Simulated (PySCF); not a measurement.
# [BF2]+ (SMILES F[B+]F) at CISD/STO-3G

What is the energy change on altering one bond length of [BF2]+ at CISD/STO-3G? 

The results are computed with PySCF 2.14.0.

7 further runs of the same task are left out: 7 set aside as unsound or not needed.

### 1 Starting point

The species is [BF2]+ (3 atoms), meant as a singlet with charge +1. As SMILES, `F[B+]F`. The coordinates come from a GFN2-xTB relaxation.

Bond lengths: F1–B2 1.219 Å, B2–F3 1.219 Å. Angles: F1–B2–F3 179.9°.

### 2 A single-point energy at CISD/STO-3G

calc.py reads:

```python
# F[B+]F
from pyscf import gto, ci

molecule = gto.M(
    atom='''
F      0.327370     1.133870     0.305680
B      0.000740    -0.000320     0.000370
F     -0.328120    -1.133550    -0.306050
''',
    verbose=4,
    charge=1,
    max_memory=1860,
    basis='sto-3g',
)

hf = molecule.RHF()
hf.conv_tol = 1e-10
hf.kernel()
if not hf.converged:
    hf = hf.newton().run(hf.mo_coeff, hf.mo_occ)

cisd = ci.CISD(hf, frozen=3)
cisd.kernel()
etot = cisd.e_tot
print('E(%s) = %.9f' % ('CISD', etot))
```

Run with:

```console
$ OMP_NUM_THREADS=1 python calc.py
```

What it wrote:

```text
PySCF version 2.14.0

[INPUT] num. atoms = 3
[INPUT] num. electrons = 22
[INPUT] charge = 1
[INPUT] spin (= nelec alpha-beta = 2S) = 0
[INPUT] symmetry False subgroup None
[INPUT] Mole.unit = angstrom
[INPUT] Symbol           X                Y                Z      unit          X                Y                Z       unit  Magmom
[INPUT]  1 F      0.327370000000   1.133870000000   0.305680000000 AA    0.618639641399   2.142703760861   0.577651481757 Bohr   0.0
[INPUT]  2 B      0.000740000000  -0.000320000000   0.000370000000 AA    0.001398397332  -0.000604712360   0.000699198666 Bohr   0.0
[INPUT]  3 F     -0.328120000000  -1.133550000000  -0.306050000000 AA   -0.620056935992  -2.142099048501  -0.578350680423 Bohr   0.0

nuclear repulsion = 56.6451617819514
number of shells = 9
number of NR pGTOs = 45
number of NR cGTOs = 15
basis = sto-3g
ecp = {}

******** <class 'pyscf.scf.hf.RHF'> ********
method = RHF
initial guess = minao
damping factor = 0
level_shift factor = 0
DIIS = <class 'pyscf.scf.diis.CDIIS'>
diis_start_cycle = 1
diis_space = 8
diis_damp = 0
SCF conv_tol = 1e-10
SCF conv_tol_grad = None
SCF max_cycles = 50
direct_scf = True
direct_scf_tol = 1e-13
Set gradient conv threshold to 1e-05
Initial guess from minao.
init E= -220.955044133265
  HOMO = -0.646067683664261  LUMO = 0.178664884889251  gap/eV = 22.44212
cycle= 1 E= -220.176050862173  delta_E= 0.779  |g|= 0.529  |ddm|= 2.41
  HOMO = -0.858564866145036  LUMO = -0.099074479433226  gap/eV = 20.66679
cycle= 2 E= -220.263553934028  delta_E= -0.0875  |g|= 0.172  |ddm|= 0.845
  HOMO = -0.926038163064382  LUMO = -0.0627044334096136  gap/eV = 23.49251
cycle= 3 E= -220.271954953882  delta_E= -0.0084  |g|= 0.021  |ddm|= 0.194
  HOMO = -0.918218249874407  LUMO = -0.0594413463924213  gap/eV = 23.36851
cycle= 4 E= -220.272133326776  delta_E= -0.000178  |g|= 0.00272  |ddm|= 0.0341
  HOMO = -0.917882794764744  LUMO = -0.0597280107161771  gap/eV = 23.35158
cycle= 5 E= -220.272137635941  delta_E= -4.31e-06  |g|= 0.000666  |ddm|= 0.00606
  HOMO = -0.917847204499389  LUMO = -0.0596436318396957  gap/eV = 23.35291
cycle= 6 E= -220.272137982824  delta_E= -3.47e-07  |g|= 2.86e-05  |ddm|= 0.00211
  HOMO = -0.91784704039275  LUMO = -0.0596459347070845  gap/eV = 23.35284
cycle= 7 E= -220.272137983077  delta_E= -2.53e-10  |g|= 1.9e-06  |ddm|= 4.79e-05
  HOMO = -0.91784744872316  LUMO = -0.0596452120751394  gap/eV = 23.35287
cycle= 8 E= -220.272137983078  delta_E= -1.08e-12  |g|= 1.8e-07  |ddm|= 3e-06
  HOMO = -0.917847451795364  LUMO = -0.0596452264179451  gap/eV = 23.35287
Extra cycle  E= -220.272137983078  delta_E=    0  |g|= 7.24e-08  |ddm|= 2.94e-07
converged SCF energy = -220.272137983078

******** <class 'pyscf.ci.cisd.RCISD'> ********
CISD nocc = 8, nmo = 12
frozen orbitals 3
max_cycle = 50
direct = 0
conv_tol = 1e-09
max_cycle = 50
max_space = 12
lindep = 0
nroots = 1
Init t2, MP2 energy = -0.106841633855722
RCISD converged
E(RCISD) = -220.3834476055718  E_corr = -0.1113096224940371
E(CISD) = -220.383447606
```

Wall time 0.83 s (1 thread of Intel Xeon Platinum 8488C (Sapphire Rapids), shared host); peak memory 0.12 GiB.

### 3 The distorted shape at the same level

run.py reads:

```python
from pyscf import gto, scf, ci

mol = gto.M(
    atom='''
F      0.742908     2.570927     0.693441
B      0.125667     0.427619     0.116488
F     -0.620057    -2.142099    -0.578351
''',
    max_memory=1860,
    verbose=4,
    basis='sto-3g',
    charge=1,
    unit='bohr',
)

calc0 = scf.RHF(mol)
calc0.conv_tol = 1e-10
calc0.kernel()
if not calc0.converged:
    calc0 = calc0.newton().run(calc0.mo_coeff, calc0.mo_occ)

cisd = ci.CISD(calc0, frozen=3)
cisd.kernel()
energy = cisd.e_tot
print('E = %.10f Eh' % energy)
```

Run with:

```console
$ OMP_NUM_THREADS=1 python run.py
```

What it wrote:

```text
PySCF version 2.14.0

[INPUT] num. atoms = 3
[INPUT] num. electrons = 22
[INPUT] charge = 1
[INPUT] spin (= nelec alpha-beta = 2S) = 0
[INPUT] symmetry False subgroup None
[INPUT] Mole.unit = bohr
[INPUT] Symbol           X                Y                Z      unit          X                Y                Z       unit  Magmom
[INPUT]  1 F      0.393129983410   1.360475979339   0.366953174318 AA    0.742908000000   2.570927000000   0.693441000000 Bohr   0.0
[INPUT]  2 B      0.066500112565   0.226286229756   0.061642794946 AA    0.125667000000   0.427619000000   0.116488000000 Bohr   0.0
[INPUT]  3 F     -0.328120033871  -1.133549974335  -0.306050169113 AA   -0.620057000000  -2.142099000000  -0.578351000000 Bohr   0.0

nuclear repulsion = 51.792280160213
number of shells = 9
number of NR pGTOs = 45
number of NR cGTOs = 15
basis = sto-3g
ecp = {}

******** <class 'pyscf.scf.hf.RHF'> ********
method = RHF
initial guess = minao
damping factor = 0
level_shift factor = 0
DIIS = <class 'pyscf.scf.diis.CDIIS'>
diis_start_cycle = 1
diis_space = 8
diis_damp = 0
SCF conv_tol = 1e-10
SCF conv_tol_grad = None
SCF max_cycles = 50
direct_scf = True
direct_scf_tol = 1e-13
Set gradient conv threshold to 1e-05
[... 1 set-up line as earlier in the session ...]
init E= -220.535452785884
  HOMO = -0.602146853865422  LUMO = 0.0647424475564706  gap/eV = 18.14698
cycle= 1 E= -220.094006966935  delta_E= 0.441  |g|= 0.587  |ddm|= 2.33
  HOMO = -0.73253357966811  LUMO = -0.164196964747114  gap/eV = 15.46523
cycle= 2 E= -220.205851596666  delta_E= -0.112  |g|= 0.268  |ddm|= 1.08
  HOMO = -0.864985848279805  LUMO = -0.102954722859049  gap/eV = 20.73592
cycle= 3 E= -220.22964444003  delta_E= -0.0238  |g|= 0.0381  |ddm|= 0.326
  HOMO = -0.855070134252537  LUMO = -0.098429863873603  gap/eV = 20.58923
cycle= 4 E= -220.230487011844  delta_E= -0.000843  |g|= 0.0115  |ddm|= 0.0743
  HOMO = -0.860153858166668  LUMO = -0.0978958292483917  gap/eV = 20.74210
cycle= 5 E= -220.230604117309  delta_E= -0.000117  |g|= 0.00582  |ddm|= 0.0257
  HOMO = -0.859943838601683  LUMO = -0.0980141170075967  gap/eV = 20.73316
cycle= 6 E= -220.230638909032  delta_E= -3.48e-05  |g|= 0.00055  |ddm|= 0.0227
  HOMO = -0.86059130221872  LUMO = -0.0977656949351314  gap/eV = 20.75754
cycle= 7 E= -220.230639081504  delta_E= -1.72e-07  |g|= 0.000117  |ddm|= 0.00117
  HOMO = -0.860587526842123  LUMO = -0.0977675888397229  gap/eV = 20.75739
cycle= 8 E= -220.230639092817  delta_E= -1.13e-08  |g|= 2.77e-05  |ddm|= 0.000333
  HOMO = -0.860590317549141  LUMO = -0.097768038169667  gap/eV = 20.75745
cycle= 9 E= -220.230639093379  delta_E= -5.62e-10  |g|= 2.2e-06  |ddm|= 8.05e-05
  HOMO = -0.860589790335428  LUMO = -0.0977685854331561  gap/eV = 20.75742
cycle= 10 E= -220.230639093382  delta_E= -2.84e-12  |g|= 1.37e-07  |ddm|= 5.16e-06
  HOMO = -0.860589732029612  LUMO = -0.0977686275938122  gap/eV = 20.75742
Extra cycle  E= -220.230639093382  delta_E=    0  |g|= 6.32e-08  |ddm|= 2.31e-07
converged SCF energy = -220.230639093382

******** <class 'pyscf.ci.cisd.RCISD'> ********
CISD nocc = 8, nmo = 12
frozen orbitals 3
max_cycle = 50
direct = 0
conv_tol = 1e-09
max_cycle = 50
max_space = 12
lindep = 0
nroots = 1
Init t2, MP2 energy = -0.111899959783023
RCISD converged
E(RCISD) = -220.3528992382362  E_corr = -0.1222601448544092
E = -220.3528992382 Eh
```

Wall time 0.58 s (1 thread of Intel Xeon Platinum 8488C (Sapphire Rapids), shared host); peak memory 0.1 GiB.

### 4 Summary of results

Level: CISD/STO-3G, 3 core orbitals frozen.

| quantity | value |
| --- | --- |
| first shape: total energy | -220.38345 Eh |
| first shape: HOMO energy (Hartree–Fock orbitals) | -24.98 eV |
| first shape: LUMO energy (Hartree–Fock orbitals) | -1.62 eV |
| first shape: HOMO–LUMO gap (Hartree–Fock orbitals) | 23.35 eV |
| first shape: correlation energy (3 core orbitals frozen) | -111.3 mEh |
| distorted shape: total energy | -220.35290 Eh |
| distorted shape: HOMO energy (Hartree–Fock orbitals) | -23.42 eV |
| distorted shape: LUMO energy (Hartree–Fock orbitals) | -2.66 eV |
| distorted shape: HOMO–LUMO gap (Hartree–Fock orbitals) | 20.76 eV |
| distorted shape: correlation energy (3 core orbitals frozen) | -122.3 mEh |
| energy change with the B2–F3 bond stretched from 1.219 to 1.463 Å | 0.831 eV |

**Reading.** With the B2–F3 bond stretched from 1.219 to 1.463 Å the energy rises by 0.83 eV (19.2 kcal/mol). The first shape isn't relaxed at this level, so the change isn't measured from a minimum. The minimal basis adds a large error of its own. Mulliken charges (first shape) of the mean-field density run from -0.01 on F1 to +1.02 on B2.
